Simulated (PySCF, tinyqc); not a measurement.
A ladder of methods, and size consistency: correlation methods against full CI in the sto-3g basis, for HF, spin multiplicity 1. Computed by the program tinyqc with PySCF. 

Geometry (angstrom):

| atom | x | y | z |
|---|---|---|---|
| F | 0.0000 | 0.0000 | 0.0000 |
| H | 0.0000 | 0.0000 | 1.2360 |

RHF energy of one = -98.511088 hartree

All electrons correlated; +Q is the Davidson correction (1 - c0^2) E_corr. The last columns treat two copies 100 angstrom apart as one system. FCI is the lowest singlet.

Correlation energies (hartree):

| method | E_corr of one | share of FCI (%) | E_corr of two at 100 angstrom | two minus twice one (mhartree) |
|---|---|---|---|---|
| MP2 | -0.035627 | 59.2871 | -0.071254 | 0.0000 |
| CISD | -0.060092 | 100.0000 | -0.113990 | 6.1940 |
| CISD+Q | -0.063535 | 105.7293 | -0.125163 | 1.9066 |
| CCSD | -0.060092 | 100.0000 | -0.120184 | 0.0000 |
| CCSD(T) | -0.060092 | 100.0000 | -0.120184 | 0.0000 |
| FCI | -0.060092 | 100.0000 | - | - |

MP2 recovers 59 %, CISD 100.0 % and CCSD 100.0 % of the FCI value (c0^2 = 0.943 in CISD). MP2 and coupled cluster are size consistent, so their last column vanishes; CISD loses 6.19 mhartree, since a double excitation on each copy is a quadruple of the pair, and the Davidson correction leaves +1.91. With two electrons, or one virtual orbital, CISD and CCSD are exact for one copy, so +Q overshoots there. The restricted reference is unstable here: a spin-polarised solution lies 0.0013 hartree lower (PySCF), so results built on it describe a poor reference.
